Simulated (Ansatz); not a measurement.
# How methods differ on SiH2F (SMILES F[SiH2])

The species is SiH2F (4 atoms), meant as a doublet with charge 0. As SMILES, `F[SiH2]`. The shape is that of a GFN2-xTB optimisation.

```jsonl
{"atom": "F", "x (Å)": "1.2056", "y (Å)": "0.6475", "z (Å)": "-0.4255"}
{"atom": "Si", "x (Å)": "-0.1221", "y (Å)": "-0.2649", "z (Å)": "-0.2469"}
{"atom": "H", "x (Å)": "-1.2199", "y (Å)": "0.6785", "z (Å)": "-0.2616"}
{"atom": "H", "x (Å)": "0.1365", "y (Å)": "-1.0611", "z (Å)": "0.9340"}
```

Quantity: the energy change with the Si2–H4 bond stretched from 1.448 to 2.895 Å, in eV. The values are calculated.

```json
{"level": "UBLYP/STO-3G", "kind": "GGA", "program": "Ansatz", "value (eV)": "3.24", "less FCI/STO-3G": "+0.17", "CPU time (all runs)": "2.6 s"}
{"level": "UB3LYP/STO-3G", "kind": "global hybrid", "program": "Ansatz", "value (eV)": "3.41", "less FCI/STO-3G": "+0.34", "CPU time (all runs)": "3.1 s"}
{"level": "UBHLYP/STO-3G", "kind": "global hybrid", "program": "Ansatz", "value (eV)": "3.52", "less FCI/STO-3G": "+0.45", "CPU time (all runs)": "2.8 s"}
{"level": "UCAM-B3LYP/STO-3G", "kind": "range-separated hybrid", "program": "Ansatz", "value (eV)": "3.53", "less FCI/STO-3G": "+0.46", "CPU time (all runs)": "3.5 s"}
{"level": "UB2PLYP/STO-3G", "kind": "double hybrid", "program": "Ansatz", "value (eV)": "3.30", "less FCI/STO-3G": "+0.23", "CPU time (all runs)": "4.1 s"}
{"level": "RPA@PBE/STO-3G", "kind": "RPA", "program": "Ansatz", "value (eV)": "3.09", "less FCI/STO-3G": "+0.02", "CPU time (all runs)": "3.8 s"}
{"level": "UMP2/STO-3G", "kind": "perturbation theory", "program": "Ansatz", "value (eV)": "3.14", "less FCI/STO-3G": "+0.07", "CPU time (all runs)": "0.24 s"}
{"level": "UCCSDTQ/STO-3G", "kind": "coupled cluster or CI", "program": "Ansatz", "value (eV)": "3.07", "less FCI/STO-3G": "0.00", "CPU time (all runs)": "52 s"}
{"level": "FCI/STO-3G", "kind": "exact in the basis", "program": "Ansatz", "value (eV)": "3.07", "less FCI/STO-3G": "0.00", "CPU time (all runs)": "0.65 s"}
```

FCI/STO-3G is exact within its basis and frozen core, so for wave-function methods in that basis the difference is their error; functionals converge differently with the basis, so for them it is only a difference. The first shape isn't each level's own minimum. The values span 3.07 to 3.53 eV. Spin contamination of the reference (⟨S²⟩ at least 0.1 too high) touches UMP2/STO-3G, UCCSDTQ/STO-3G. All rows use very small basis sets, so even the best lies far from the true value. Times are those of the runs behind each value, whatever else they computed, on shared processors of several kinds: orders of magnitude only.
